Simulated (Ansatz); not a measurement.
# ClH2NSi: the cost of one run

All numbers are computed with Ansatz 0.2.0 through its Python package. The levels of theory stand in the script.

## (1) Starting point

Bond lengths: N1–Si2 1.654 Å, Si2–Cl3 2.052 Å, N1–H4 0.991 Å, N1–H5 1.013 Å. Angles: N1–Si2–Cl3 105.1°, Si2–N1–H4 111.1°, Si2–N1–H5 114.3°, H4–N1–H5 101.5°.

The script holds or builds the structure itself.

## (2) The code

File clh2nsi_cas.py:

```python
# -*- coding: utf-8 -*-
import ansatz as az


def main():
    geometry_ang = [
        ("N", [0.0248, 0.8338, -0.1203]),
        ("Si", [0.4143, -0.2076, 1.1048]),
        ("Cl", [0.0262, -2.079, 0.3588]),
        ("H", [-0.9226, 0.7276, -0.3919]),
        ("H", [0.5071, 0.6516, -0.9928]),
    ]
    geometry = az.Crystal.molecule()
    for symbol, xyz in geometry_ang:
        geometry = geometry.atom(symbol, xyz)

    base = (
        geometry.calculation()
        .basis(gaussian="cc-pVDZ")
        .correlation(active_electrons=2, active_orbitals=2)
    )
    for method in [None, "sc_nevpt2"]:
        rep = (base if method is None else base.correlation(method)).run(threads=1, pin="off").report
        space = rep["configurations"]
        state = space["states"][0]
        print(method or "casscf", f"total {rep['free_energy_ev'] / 27.211386246:.6f} Ha, active-space state {state['energy']['hartree']:.6f} Ha, mean field {rep['reference_energy_ev'] / 27.211386246:.6f} Ha")
        print("  determinants", state["n_determinants"], " natural occupations", [round(n, 3) for n in space["natural_occupations"]])
    print("effectively unpaired electrons, sum of min(n, 2 - n):", round(sum(min(n, 2 - n) for n in space["natural_occupations"]), 3))


if __name__ == "__main__":
    main()
```

## (3) What the engine is handed

The package turns the script's settings into the engine's input (first run):

```yaml
crystal:
  periodic: [false, false, false]
  atoms:
    - { symbol: "N", position_ang: [0.0248, 0.8338, -0.1203] }
    - { symbol: Si, position_ang: [0.4143, -0.2076, 1.1048] }
    - { symbol: Cl, position_ang: [0.0262, -2.079, 0.3588] }
    - { symbol: H, position_ang: [-0.9226, 0.7276, -0.3919] }
    - { symbol: H, position_ang: [0.5071, 0.6516, -0.9928] }
basis:
  gaussian:
    orbitals: cc-pVDZ
correlation:
  active_space:
    window:
      electrons: 2
      orbitals: 2
```

## (4) The run

Launch:

```bash
$ python clh2nsi_cas.py
```

What time and memory should one allow on 1 thread of Arm Neoverse V1, shared host?

About 3.4 s, with a peak of 0.17 GiB.
